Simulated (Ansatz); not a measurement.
Write a Python script for the Python package of Ansatz (0.2.0) that makes the energy of protonation at one site of O2Si, SMILES O=[Si]=O. Settings (for the species named): MP2, cc-pVDZ basis, multiplicity 1.

```xyz
3

O     0.6912    1.2173    0.5137
Si   -0.0007    0.0004   -0.0002
O    -0.6905   -1.2177   -0.5136
```

Script `o2si_pa.py`:
```python
"""Adding a proton to O2Si."""

import ansatz as az
import numpy as np

GEOMETRY = """
O     0.69123    1.21729    0.51374
Si   -0.00073    0.00044   -0.00016
O    -0.69051   -1.21774   -0.51358
"""

mol = az.Crystal.molecule()
for line in GEOMETRY.strip().splitlines():
    symbol, *xyz = line.split()
    mol = mol.atom(symbol, [float(v) for v in xyz])

calculation = (
    mol.calculation()
    .basis(gaussian="cc-pVDZ")  # atom-centred Gaussian functions
    .correlation("MP2")
)
symbols = [site.symbol for site in mol.cartesian_sites]
start = np.array([site.position_ang for site in mol.cartesian_sites], dtype=float)
data = calculation.relax(force_tolerance=0.01, max_steps=100).run().report
end = np.array(data["positions_ang"])

# start the new hydrogen opposite the existing bonds
away = sum((end[0] - end[j]) / np.linalg.norm(end[0] - end[j]) for j in [1]) + np.array([0.15, 0.1, -0.2])
proton = end[0] + 1.0 * away / np.linalg.norm(away)
acid = az.Crystal.molecule()
for symbol, place in zip(symbols, end):
    acid = acid.atom(symbol, place.tolist())
acid = acid.atom("H", proton.tolist())
protonated = (
    acid.calculation()
    .basis(gaussian="cc-pVDZ")  # atom-centred Gaussian functions
    .correlation("MP2")  # correlation on top of the mean field
    .charge(1)  # electrons removed from the neutral system
    .relax(force_tolerance=0.01, max_steps=80)
)
after = protonated.run().report
xyz = np.array(after["positions_ang"])
reach = np.linalg.norm(xyz[:-1] - xyz[-1], axis=1)
print(f"base {data['free_energy_ev']:.5f} eV, protonated {after['free_energy_ev']:.5f} eV")
print(f"the proton ends {reach.min():.3f} A from {symbols[reach.argmin()]}{reach.argmin()}")
print(f"electronic proton affinity {96.485332 * (data['free_energy_ev'] - after['free_energy_ev']):.1f} kJ/mol")
```

Output of `python o2si_pa.py`:
```text
base -11948.65696 eV, protonated -11956.15624 eV
the proton ends 0.981 A from O0
electronic proton affinity 723.6 kJ/mol
```

Caveats:
- Total energies depend on the basis set; only differences at equal settings carry meaning.
- The proton is put on one chosen atom, which needn't be the most basic site, so the molecule's proton affinity can be higher; the ends are stationary points, not checked by frequencies, and zero-point and thermal terms count only where printed.
- It ran for 9.7 s on 1 thread of Intel(R) Xeon(R) 6975P-C (Granite Rapids) (shared host), peak memory 0.18 GiB.
